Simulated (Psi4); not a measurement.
# Exact exchange and the dipole moment of CH2N

The species is CH2N (4 atoms), meant as a doublet with charge 0. SMILES: `C=[N]`. Geometry: relaxed at PBE0-D4/def2-TZVP.

The dipole moment y, in D, basis def2-TZVPP; a is the functional's share of exact exchange. Programs: Psi4 1.11.

| functional | program | a | y (D) |
| --- | --- | --- | --- |
| UTPSS | Psi4 | 0 | 2.42 |
| UPBE | Psi4 | 0 | 2.43 |
| UTPSSh | Psi4 | 0.1 | 2.44 |
| UB3LYP | Psi4 | 0.2 | 2.48 |
| UPBE0 | Psi4 | 0.25 | ? |
| UBHLYP | Psi4 | 0.5 | 2.52 |

**Question.** Fit y = c + s·a to the known rows and predict UPBE0.

**Answer.** 
1. Means of the 5 rows: a = 0.1600, y = 2.458.
2. Σ(Δa)² = 0.172, Σ(Δa·Δy) = 0.0336, so the slope is 0.0336/0.172 = 0.19535.
3. Intercept: 2.458 − (0.19535) × 0.1600 = 2.427. The largest residual of the fit is 0.014.
4. UPBE0: 2.427 + (0.19535) × 0.25 = 2.48 D.

The run gave 2.47 D, so the prediction is off by +0.01 D, within the largest residual. More exact exchange makes the molecule more polar here.
